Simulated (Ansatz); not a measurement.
BaHgSnS4 (Ama2, No. 40; cell taken from a computed entry) was calculated with HSE06 (Ansatz, a program for electronic structure, plane waves, PAW).

Run with plane-wave cutoff 460 eV, 2×4×4 k mesh (along the axes of the cell as run), Fermi–Dirac smearing 0.01 eV, scalar-relativistic PAW data made under PBE.

Cell (relaxed with PBEsol):

```cif
data_Ba4Hg4S16Sn4
_chemical_formula_sum 'Ba4 Sn4 Hg4 S16'
_space_group_name_H-M_alt 'Ama2'
_space_group_IT_number 40
_space_group_name_Hall 'A 2 -2a'
_cell_length_a 10.81618
_cell_length_b 10.77273
_cell_length_c 6.59803
_cell_angle_alpha 90.000
_cell_angle_beta 90.000
_cell_angle_gamma 90.000
loop_
_atom_site_label
_atom_site_type_symbol
_atom_site_symmetry_multiplicity
_atom_site_Wyckoff_symbol
_atom_site_fract_x
_atom_site_fract_y
_atom_site_fract_z
_atom_site_occupancy
Ba1 Ba 4 a 0.00000 0.00000 0.94984 1
Sn1 Sn 4 b 0.25000 0.21377 0.46312 1
Hg1 Hg 4 b 0.25000 0.33286 0.00302 1
S1 S 8 c 0.07864 0.23637 0.23023 1
S2 S 4 b 0.25000 0.05360 0.70784 1
S3 S 4 b 0.75000 0.09244 0.15612 1
```
(The calculation used a cell of 14 atoms; values per cell refer to that cell.)

What does this level give for the band gap and smallest direct gap on the k points sampled?


- band gap = 2.92 eV (on the SCF k mesh)
- smallest direct gap on the k points sampled = 2.92 eV

Note: cell and atoms aren't relaxed at this level (largest force component 0.24 eV/Å, pressure 1.1 GPa).

Spin–orbit coupling is not included.

Static lattice: no zero-point or thermal effects.
